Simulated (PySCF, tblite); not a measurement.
**Complex of 4 × hydrogen chloride**

A gas-phase complex of 4 × hydrogen chloride; neutral, singlet. The structure comes from a short search (6 tight-binding starts) and was relaxed by PBE0-D3(BJ)/def2-SVPD; another way of binding may lie lower. Frequencies by PBE0-D3(BJ)/def2-SVPD show no clear imaginary mode.

Parts: 1 = hydrogen chloride (Cl), atoms 1–2; 2 = hydrogen chloride (Cl), atoms 3–4; 3 = hydrogen chloride (Cl), atoms 5–6; 4 = hydrogen chloride (Cl), atoms 7–8.

```tsv
atom	part	x (Å)	y (Å)	z (Å)
Cl1	1	0.138	-0.276	1.594
H2	1	-1.078	-0.272	1.102
Cl3	2	-3.204	-0.358	0.519
H4	2	-3.485	-1.176	1.506
Cl5	3	-3.700	-2.485	3.271
H6	3	-2.787	-1.823	3.942
Cl7	4	-1.177	-0.607	4.837
H8	4	-0.597	-0.446	3.671
```

| contact | kind (by geometry) | distance (Å) | angle (°) |
| --- | --- | --- | --- |
| H6···Cl7 | hydrogen bond | 2.206 | 173 |
| H2···Cl3 | hydrogen bond | 2.206 | 173 |
| H4···Cl5 | hydrogen bond | 2.208 | 172 |
| H8···Cl1 | hydrogen bond | 2.210 | 173 |

Interaction energies are complex less parts, with the parts frozen as they stand in it; counterpoise-corrected, in kcal/mol (PySCF).

**Question.** Give the interaction energy at each level run.

**Answer.** 
```
                  level  interaction  superposition error removed
wB97M-D3(BJ)/def2-TZVPD       -10.01                        -0.51
 PBE0-D3(BJ)/def2-TZVPD       -14.11                        -0.55
```

**Question.** What holds them together? Decompose the wB97M-D3(BJ)/def2-TZVPD energy: frozen parts, their antisymmetrised product, then relaxation.

**Answer.** electrostatic -22.2, Pauli repulsion +37.0, orbital relaxation -21.5, dispersion correction -3.9 kcal/mol, which sum to the value before the counterpoise correction; the Pauli term holds the exchange-correlation of the frozen density too. Of the attraction, 47 % is electrostatic, 45 % is orbital relaxation, 8 % is dispersion correction.

The parts were also relaxed and run alone, at the levels used for the complex: shieldings by PBE0/pcSseg-2.

**Question.** What does binding change?

**Answer.** 
```
              property  alone  in the complex  change
       Cl5–H6 bond (Å)  1.288           1.312  +0.024
 shielding of H6 (ppm)  30.41           25.36   -5.04
shielding of Cl7 (ppm)  938.5           873.9   -64.7
 shielding of H2 (ppm)  30.41           25.37   -5.03
shielding of Cl3 (ppm)  938.5           873.8   -64.7
```

**Question.** What are the binding energy from relaxed parts (wB97M-D3(BJ)/def2-TZVPD), and ΔH and ΔG of association at 298.15 K and 1 atm?

**Answer.** -8.58 kcal/mol, -4.18 with zero-point energy; ΔH -6.0 and ΔG +18.5 kcal/mol, from harmonic vibrations by PBE0-D3(BJ)/def2-SVPD with low modes damped.

The 4 runs behind this took 7.3 min in all, one thread each of Arm Neoverse V2 on a shared host, launched as `OMP_NUM_THREADS=1 python cluster_run.py task.json out`.
